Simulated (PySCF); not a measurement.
## A search over the determinants of BCl

Unrestricted PBE0; B 6-311G(d,p), Cl 6-311G(d,p); no relativity (PySCF 2.14). Outer shells of the fragments: B 2s2 2p1; Cl 3s2 3p5.

Followed along the bond (rough minima from three points):

```
2Ms+1  unpaired  ⟨S²⟩ at the start  R at minimum (Å)  Te (eV)
    1      none               0.00              1.73     0.00
    3  σ ↑, π ↑               2.00  none in the scan   ≤ 2.18
```

Solutions found at the starting distance of 1.785 Å, counted from the lowest of them; the search is not exhaustive and high or unbound solutions are not listed, so other states can lie among these:

```csv
2Ms+1,unpaired,term,E (eV),⟨S²⟩,⟨Lz²⟩,μ (D)
1,none,¹Σ⁺,0.00,0.00,0.00,0.87
3,"σ ↑, π ↑",³Π,2.17,2.00,1.00,-0.56
1,"σ ↓, π ↑",mixed,3.10,1.01,1.01,-0.11
3,π ↑↑,mixed,6.64,2.01,2.01,4.72
3,π ↑↑,³Σ⁻,6.64,2.10,0.00,-1.41
3,π ↑↑,mixed,6.91,2.01,2.01,4.66
```

A term symbol is given only where ⟨S²⟩ and ⟨Lz²⟩ are close to those of a pure state; real π, δ and φ orbitals otherwise mix terms. A positive dipole means B(−)Cl(+).

Counting both spins, an empty level lies below a filled one in some of these solutions, because spin and occupation are held.
